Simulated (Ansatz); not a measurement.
The input, for Ansatz 0.2.0:

```yaml
crystal:
  periodic: [false, false, false]
  atoms:
    - {symbol: C, position_ang: [-0.015433, -0.009008, -1.964594]}
    - {symbol: Ga, position_ang: [-0.016266, -0.025151, -0.057747]}
    - {symbol: Cl, position_ang: [0.031698, 0.034159, 2.022340]}
basis:
  gaussian: {orbitals: cc-pVDZ}
correlation: {method: sc_nevpt2, electrons: outside_noble_gas, active_space: {window: {electrons: 2, orbitals: 3}}}
output: {forces: true}
```

```sh
$ ansatz run in.yaml --threads 1 --pin off --events-out ev --progress --plain --max-ram 2393MiB
```

Output:

```
653 factors; integrals over basis functions are off by at most 5.1e-4 eV
mean field evaluation 1: about -65861.9917 eV, gradient 1.4e1 eV
mean field evaluation 2: about -65862.0687 eV, gradient 1.4e1 eV
mean field evaluation 4: about -65862.8060 eV, gradient 1.6e0 eV
mean field evaluation 8: about -65862.8364 eV, gradient 2.0e-1 eV
mean field evaluation 16: about -65862.8375 eV, gradient 3.1e-6 eV
mean field evaluation 32: about -65862.8377 eV, gradient 1.4e-3 eV
mean field evaluation 64: about -65854.7676 eV, gradient 2.5e1 eV
mean field evaluation 96: about -65836.1593 eV, gradient 4.4e1 eV
mean field evaluation 128: about -65862.8378 eV, gradient 1.2e-2 eV
mean field evaluation 160: about -65862.8375 eV, gradient 1.2e-6 eV
mean field evaluation 192: about -65862.8375 eV, gradient 4.9e-3 eV
mean field -65862.83801883 eV, -2420.4146537568 hartree, gradient 2.5e-6 eV, S^2 0.000000; 9 other end points of the search recorded, 0 dependent functions left out; unrestricted orbitals would lower it
reference -65862.83801883 eV, -2420.4146537568 hartree; 27, 27 occupied and 32, 32 virtual orbitals, 653 factors
state -65863.66117289 eV, -2420.4449041108 hartree
state -65863.66117289 eV, -2420.4449041108 hartree; corrected -65870.58725441 eV, -2420.6994329119 hartree
state -65863.65384309 eV, -2420.4446347457 hartree
state -65863.65384309 eV, -2420.4446347457 hartree; corrected -65871.00258995 eV, -2420.7146962115 hartree
state -65863.65384309 eV, -2420.4446347457 hartree; corrected -65871.00258995 eV, -2420.7146962115 hartree
state -65863.59321937 eV, -2420.4424068648 hartree
state -65863.59321937 eV, -2420.4424068648 hartree; corrected -65870.68612595 eV, -2420.7030663738 hartree
state -65863.65384309 eV, -2420.4446347457 hartree; corrected -65871.00258995 eV, -2420.7146962115 hartree
state -65863.63564486 eV, -2420.4439659729 hartree
state -65863.63564486 eV, -2420.4439659729 hartree; corrected -65870.81914525 eV, -2420.7079547430 hartree
state -65863.65384309 eV, -2420.4446347457 hartree; corrected -65871.00258995 eV, -2420.7146962115 hartree
1 active orbitals were swapped for others, from the solution at -65863.59311708 eV, -2420.4424031057 hartree to that at -65863.63555597 eV, -2420.4439627062 hartree; typed "places" are swapped only where nearly empty or full, and so, without "given_window_search", are "orbital_numbers", "shells" and a window whose orbitals a file names under [Active]
the orbitals are reached from a further start. From the first start the search ends at -65863.63555597 eV, -2420.4439627062 hartree
the calculation of the forces begins
WARN: the results are in doubt because another end's mean lies 0.007 eV lower, and its corrected mean 0.415 eV higher
Total energy: -65871.00258995 eV, -2420.7146962115 hartree
Atom 0 at    -0.015433    -0.009008    -1.964594 Å, force    -0.020798    -0.026419    -0.811909 eV/Å
Atom 1 at    -0.016266    -0.025151    -0.057747 Å, force     0.006825     0.015682    -0.635031 eV/Å
Atom 2 at     0.031698     0.034159     2.022340 Å, force     0.013973     0.010737     1.446939 eV/Å
Dipole moment:    -0.011396    -0.020670     0.351508 e Å
In doubt: another end's mean lies 0.007 eV lower, and its corrected mean 0.415 eV higher
```

Natural occupations: 1.5030 0.4481 0.0489.

Forces (eV/Å):
```
C   -0.021 -0.026 -0.812
Ga   0.007  0.016 -0.635
Cl   0.014  0.011  1.447
```

Ran on 1 thread of Intel Xeon Platinum 8488C, shared host: 29 s wall, 0.18 GiB peak host memory.
